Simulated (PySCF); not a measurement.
Molecular orbitals of BO⁺

r²SCAN at R = 1.189 Å; B x2c-SVPall, O x2c-SVPall; spin-free X2C with a Gaussian nucleus (PySCF 2.14). State: ¹Σ⁺ (singlet), closed shell. Only the outer orbitals are listed, counted within each symmetry.

```tsv
orbital	occ.	ε (eV)	on B (%)	main shells (%)
3σ	2	-35.72	32	64 O s, 15 B s, 15 B p
4σ	2	-20.16	23	56 O p, 21 B s, 20 O s
1π	2	-18.76	30	70 O p, 28 B p
1π	2	-18.76	30	70 O p, 28 B p
5σ	0	-16.53	90	52 B s, 38 B p
2π	0	-9.54	75	73 B p, 25 O p
2π	0	-9.54	75	73 B p, 25 O p
```

Which are the highest filled and the lowest empty level, where do they sit, and how wide is the gap?

Highest filled 1π at -18.76 eV (in %: 70 O p, 28 B p); lowest empty 5σ at -16.53 eV (in %: 52 B s, 38 B p); the gap at r²SCAN is 2.23 eV.

```json
{"bond order (Mayer)": "2.85", "⟨S²⟩": "0.000", "charge on B (Mulliken, basis-dependent)": "0.72", "charge on B (Löwdin, basis-dependent)": "0.75", "dipole moment (positive dipole points towards O; it is taken about the centre of mass and depends on that origin)": "-5.83 D"}
```
